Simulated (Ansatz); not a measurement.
**CH₂O (triplet): the correlation ladder, cc-pVTZ**

How much of the correlation energy of CH₂O (triplet) does each wave-function method recover here?

Method: cc-pVTZ, core rule «outside noble gas», up to 2 orbitals frozen; program: Ansatz 0.2.0, Gaussian basis.

Plan: UHF; CCSD(T) on ROHF; CCSD(T) on UHF; BCCD(T) on ROHF; CCSDT(Q) on ROHF; CCSDT(Q) on UHF; CASSCF and MRCISD+Q, 12 electrons in 10 orbitals; CASSCF and NEVPT2, 12 electrons in 10 orbitals.

6 further runs of the same task are left out: 6 set aside as unsound or not needed.

**1. What is computed**

The geometry is a PBE0/def2-TZVP stationary point (not a proven minimum) of the parent state, kept for this charge and spin.

4 atoms, charge 0, spin multiplicity 3.

Atoms are counted from 1 here; the program's logs count them from 0.

Bond lengths: O1–C2 1.195 Å, C2–H3 1.109 Å, C2–H4 1.109 Å. Angles: O1–C2–H3 122.0°, O1–C2–H4 122.0°, H3–C2–H4 115.9°.

**2. UHF**

File in.yaml:

```yaml
crystal:
  periodic: [false, false, false]
  atoms:
    - {symbol: O, position_ang: [0.000000, 0.000000, 0.597913]}
    - {symbol: C, position_ang: [0.000000, 0.000000, -0.597504]}
    - {symbol: H, position_ang: [0.000000, -0.940035, -1.185490]}
    - {symbol: H, position_ang: [0.000000, 0.940035, -1.185490]}
basis:
  gaussian: {orbitals: cc-pVTZ}
magnetization: {spin_polarized: true, initial_magnetization: 2}
hamiltonian: {xc: hf}
output: {orbitals: {seedname: orbitals}}
```

On the command line:

```sh
ansatz run in.yaml --threads 1 --pin off --events-out ev --progress --plain --max-ram 4096MiB --backend cpu
```

After this run come: CCSD(T) on ROHF; CCSD(T) on UHF; BCCD(T) on ROHF; CCSDT(Q) on ROHF; CCSDT(Q) on UHF; CASSCF and MRCISD+Q, 12 electrons in 10 orbitals; CASSCF and NEVPT2, 12 electrons in 10 orbitals.

Q: Predict the results of all the runs planned. Wanted: UCCSDT(Q) below the RHF energy; RMP2 from UCCSDT(Q); UMP2 from UCCSDT(Q); RCCSD from UCCSDT(Q); RCCSD(T) from UCCSDT(Q); UCCSD(T) from UCCSDT(Q); RCCSDT(Q) from UCCSDT(Q); NEVPT2 valence from UCCSDT(Q); MRCISD+Q valence from UCCSDT(Q).

The runs gave:

| quantity | value |
| --- | --- |
| UCCSDT(Q) below the RHF energy | -10.7117 eV |
| RMP2 from UCCSDT(Q) | +1089.3 meV |
| UMP2 from UCCSDT(Q) | +1131.0 meV |
| RCCSD from UCCSDT(Q) | +397.4 meV |
| RCCSD(T) from UCCSDT(Q) | +39.8 meV |
| UCCSD(T) from UCCSDT(Q) | +39.5 meV |
| RCCSDT(Q) from UCCSDT(Q) | +3.3 meV |
| NEVPT2 valence from UCCSDT(Q) | +1364.6 meV |
| MRCISD+Q valence from UCCSDT(Q) | +144.2 meV |
| levels within 1 kcal/mol (43 meV) | RCCSD(T), UCCSD(T), BCCD(T), RCCSDT, UCCSDT, RCCSDT(Q) |
| T1 diagnostic | 0.036 |
| effectively unpaired electrons | 2.01 |

RCCSD(T) lands +39.8 meV from the yardstick (0.4 % of the correlation energy). One determinant dominates. Of the multireference levels listed MRCISD+Q valence comes nearest in total energy (+144.2 meV), which doesn't show that its space is the better one. These misses are within one basis, not against nature; the frozen cores of restricted and unrestricted runs differ, which can shift their rows.
